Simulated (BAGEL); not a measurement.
**C2HO (ethynyloxy radical) at FCI/STO-3G (density fitting with cc-pvqz-jkfit)**

What is the vertical doublet–quartet gap of C2HO (ethynyloxy radical) at FCI/STO-3G (density fitting with cc-pvqz-jkfit)? 

Program for the calculation: BAGEL 1.2.2.

1 further run of the same task is left out (set aside as unsound or not needed).

## Step 1: The structure to begin with

C2HO has 4 atoms, charge 0, and is taken as a doublet. As SMILES, `C#C[O]`. Geometry: relaxed at PBE0-D4/def2-TZVP.

Bond lengths: C1–C2 1.288 Å, C2–O3 1.167 Å, C1–H4 1.072 Å. Angles: C1–C2–O3 170.9°, C2–C1–H4 137.7°.

## Step 2: The energy at FCI/STO-3G (density fitting with cc-pvqz-jkfit)

input.json

```json
{ "bagel" : [

{
  "title" : "molecule",
  "basis" : "sto-3g",
  "df_basis" : "cc-pvqz-jkfit",
  "angstrom" : "true",
  "geometry" : [
    { "atom" : "C", "xyz" : [   -0.562500,    0.217400,   -0.417800 ] },
    { "atom" : "C", "xyz" : [    0.342300,   -0.396600,    0.262400 ] },
    { "atom" : "O", "xyz" : [    1.068800,   -1.106500,    0.836800 ] },
    { "atom" : "H", "xyz" : [   -0.793100,    1.225500,   -0.701600 ] }
  ]
},
{ "title" : "hf", "charge" : 1 },
{ "title" : "fci", "nstate" : 1, "ncore" : 3, "nspin" : 1 }

]}
```

Launch:

```bash
$ BAGEL_NUM_THREADS=1 BAGEL input.json > input.out
```

Output:

```text
* using 1 threads per process

  ===============================================================
  ===============================================================

  *** Geometry ***

  { "atom" : "C", "xyz" : [     -1.062971,      0.410826,     -0.789528 ] },
  { "atom" : "C", "xyz" : [      0.646853,     -0.749465,      0.495864 ] },
  { "atom" : "O", "xyz" : [      2.019739,     -2.090982,      1.581323 ] },
  { "atom" : "H", "xyz" : [     -1.498742,      2.315859,     -1.325832 ] },

  Number of auxiliary basis functions:      369

  Since a DF basis is specified, we compute 2- and 3-index integrals:
    o Being stored without compression. Storage requirement is 0.001 GB

  Number of basis functions:       16
  Number of electrons      :       21

    * METHOD: MOLECULE                             0.08

  *** RHF ***

  === Nuclear Repulsion ===
    52.6043096085

      * DIIS with orbital gradients will be used.

  === RHF iteration (sto-3g) ===
      0       -148.64958714          0.04186785           0.00
      1       -148.67692319          0.04270932           0.00
      2       -148.76162346          0.00401707           0.00
[... 13 lines of this table left out ...]
     16       -148.76500066          0.00000001           0.00
    * SCF iteration converged.

    * Permanent dipole moment:
           (    0.509190,    -1.025192,     0.471028) a.u.

    * METHOD: HF                                   0.07

  ---------------------------
        FCI calculation
  ---------------------------

  Performs exactly the same way as Knowles & Handy 1984 CPL

  o alpha-beta strings
      length:          3003
  o size of the space
      determinant space:  2208492
      spin-adapted space: 981552

  o single displacement lists (alpha)
      length:         61776
  o single displacement lists (beta)
      length:         84084

     guess   0:   closed 1111111......        open .......1.....

  === FCI iteration ===

      0  0      -149.04930164     4.28e-04      3.73
      1  0      -149.22749499     2.37e-04      3.77
      2  0      -149.26858723     1.30e-04      3.72
[... 16 lines of this table left out ...]
     19  0      -149.28510508     8.03e-09      4.21
    ** throwing out 1 trial vectors **
     20  0      -149.28510508     4.89e-09      3.90
    ** throwing out 1 trial vectors **
     21  0      -149.28510508     2.53e-09      3.89
    ** throwing out 1 trial vectors **
     22  0      -149.28510508     1.56e-09      3.88
    ** throwing out 1 trial vectors **
     23  0      -149.28510508     1.39e-09      3.92
    ** throwing out 1 trial vectors **
     24  0      -149.28510508     1.94e-09      4.23
    ** throwing out 1 trial vectors **
     25  0      -149.28510508     3.01e-09      4.01
    ** throwing out 1 trial vectors **
     26  0      -149.28510508     3.91e-09      3.96
    ** throwing out 1 trial vectors **
     27  0      -149.28510508     3.57e-09      3.88
    ** throwing out 1 trial vectors **
     28  0      -149.28510508     2.38e-09      3.87
    ** throwing out 1 trial vectors **
     29  0      -149.28510508     1.26e-09      4.14
    ** throwing out 1 trial vectors **
     30  0      -149.28510508     6.31e-10      3.87
    ** throwing out 1 trial vectors **
     31  0      -149.28510508     3.14e-10      3.96
    ** throwing out 1 trial vectors **
     32  0      -149.28510508     1.54e-10      4.00
    ** throwing out 1 trial vectors **
     33  0 *    -149.28510508     7.47e-11      3.60

     * ci vector, state   0, <S^2> = 0.7500
       2222222a.....    -0.8969216657
       222222.a2....    -0.1376300376
       222222a.ba...    -0.1074659665
       222222aab....    -0.0907357334
       22222b2a.a...    -0.0888599170
       2222222..a...    -0.0868758464
       22222a2b.a...    -0.0863193250
       2222a22ab....     0.0859897066
       22222.2a.2...    -0.0724901355
       22222a22.....     0.0705953481
       222222b.aa...    -0.0698644971
       22222.22.a...     0.0684774378
       22222ab2a....    -0.0676696304
       2222b22aa....    -0.0640037838
       222222aba....    -0.0612442547
       22222aa2b....    -0.0580667353

    * METHOD: FCI                                134.93

  ===============================================================
```

Wall time 2.3 min (1 thread of Arm Neoverse V1, shared host); peak memory 3.8 GiB.

## Step 3: The quartet, same level

job.json

```json
{ "bagel" : [

{
  "title" : "molecule",
  "basis" : "sto-3g",
  "df_basis" : "cc-pvqz-jkfit",
  "angstrom" : true,
  "geometry" : [
    { "atom" : "C", "xyz" : [      -0.562500,       0.217400,      -0.417800 ] },
    { "atom" : "C", "xyz" : [       0.342300,      -0.396600,       0.262400 ] },
    { "atom" : "O", "xyz" : [       1.068800,      -1.106500,       0.836800 ] },
    { "atom" : "H", "xyz" : [      -0.793100,       1.225500,      -0.701600 ] }
  ]
},

{
  "title" : "hf",
  "charge" : 1
},

{
  "title" : "fci",
  "nstate" : 1,
  "ncore" : 3,
  "nspin" : 3
}

]}
```

Launch:

```bash
$ BAGEL_NUM_THREADS=1 BAGEL job.json > job.out
```

Output:

```text
* using 1 threads per process

  ===============================================================
  ===============================================================

  *** Geometry ***

  { "atom" : "C", "xyz" : [     -1.062971,      0.410826,     -0.789528 ] },
  { "atom" : "C", "xyz" : [      0.646853,     -0.749465,      0.495864 ] },
  { "atom" : "O", "xyz" : [      2.019739,     -2.090982,      1.581323 ] },
  { "atom" : "H", "xyz" : [     -1.498742,      2.315859,     -1.325832 ] },

  Number of auxiliary basis functions:      369

  Since a DF basis is specified, we compute 2- and 3-index integrals:
    o Being stored without compression. Storage requirement is 0.001 GB

  Number of basis functions:       16
  Number of electrons      :       21

    * METHOD: MOLECULE                             0.08

  *** RHF ***

  === Nuclear Repulsion ===
    52.6043096085

      * DIIS with orbital gradients will be used.

  === RHF iteration (sto-3g) ===
      0       -148.64958714          0.04186785           0.00
      1       -148.67692319          0.04270932           0.00
      2       -148.76162346          0.00401707           0.00
      3       -148.76418796          0.00173673           0.00
      4       -148.76476063          0.00098909           0.00
      5       -148.76497998          0.00028128           0.00
      6       -148.76499894          0.00008898           0.00
      7       -148.76500052          0.00003309           0.00
      8       -148.76500064          0.00001262           0.00
      9       -148.76500066          0.00000371           0.00
     10       -148.76500066          0.00000102           0.00
     11       -148.76500066          0.00000049           0.00
     12       -148.76500066          0.00000021           0.00
     13       -148.76500066          0.00000008           0.00
     14       -148.76500066          0.00000002           0.00
     15       -148.76500066          0.00000001           0.00
     16       -148.76500066          0.00000001           0.00
    * SCF iteration converged.

    * Permanent dipole moment:
           (    0.509190,    -1.025192,     0.471028) a.u.

    * METHOD: HF                                   0.07

  ---------------------------
        FCI calculation
  ---------------------------

  Performs exactly the same way as Knowles & Handy 1984 CPL

  o alpha-beta strings
      length:          2431
  o size of the space
      determinant space:  1226940
      spin-adapted space: 858858

  o single displacement lists (alpha)
      length:         32175
  o single displacement lists (beta)
      length:         82368

     guess   0:   closed 111111.......        open ......111....

  === FCI iteration ===

      0  0      -148.89394132     5.29e-04      2.37
      1  0      -149.07017835     2.70e-04      2.20
      2  0      -149.10186094     1.38e-04      2.23
      3  0      -149.10934693     6.74e-05      2.24
      4  0      -149.11090207     3.36e-05      2.76
      5  0      -149.11129378     1.63e-05      3.26
      6  0      -149.11139048     9.01e-06      3.15
      7  0      -149.11141854     5.08e-06      3.22
      8  0      -149.11142685     2.92e-06      2.37
      9  0      -149.11142954     1.61e-06      2.41
     10  0      -149.11143038     9.43e-07      2.17
     11  0      -149.11143065     5.16e-07      2.13
     12  0      -149.11143073     3.06e-07      2.51
     13  0      -149.11143076     1.71e-07      2.31
     14  0      -149.11143077     9.77e-08      2.20
     15  0      -149.11143077     5.47e-08      2.23
     16  0      -149.11143077     3.04e-08      2.27
     17  0      -149.11143077     1.65e-08      2.17
     18  0      -149.11143077     9.13e-09      2.19
     19  0      -149.11143077     5.54e-09      2.22
    ** throwing out 1 trial vectors **
     20  0      -149.11143077     3.18e-09      2.34
    ** throwing out 1 trial vectors **
     21  0      -149.11143077     1.72e-09      2.25
    ** throwing out 1 trial vectors **
     22  0      -149.11143077     8.95e-10      2.27
    ** throwing out 1 trial vectors **
     23  0      -149.11143077     4.78e-10      2.35
    ** throwing out 1 trial vectors **
     24  0      -149.11143077     2.66e-10      2.20
    ** throwing out 1 trial vectors **
     25  0      -149.11143077     1.44e-10      2.26
    ** throwing out 1 trial vectors **
     26  0 *    -149.11143077     9.03e-11      1.99

     * ci vector, state   0, <S^2> = 3.7500
       222222aaa....     0.9014795552
       222222a.aa...    -0.2178899976
       22222baaaa...    -0.1270055571
       22222aabaa...     0.0943124006
       2222aa22a....     0.0793906061
       2222a2aa2....     0.0779720958
       22222.a2aa...    -0.0763902783
       22222.aaa2...     0.0746206648
       2222a22.aa...     0.0695616099
       2222abaa2a...    -0.0632891081

    * METHOD: FCI                                 65.03

  ===============================================================
```

Wall time 65 s (1 thread of Arm Neoverse V1, shared host); peak memory 2.1 GiB.

## Step 4: Summary of results

At FCI/STO-3G (density fitting with cc-pvqz-jkfit), 3 core orbitals frozen:

| quantity | value |
| --- | --- |
| doublet: total energy | -149.28511 Eh |
| quartet: total energy | -149.11143 Eh |
| vertical energy of the quartet above the doublet | 4.726 eV |

What this shows: At this shape the quartet lies 4.73 eV (456 kJ/mol) above the doublet. In a minimal basis such a difference can be off by several eV, whatever the method.
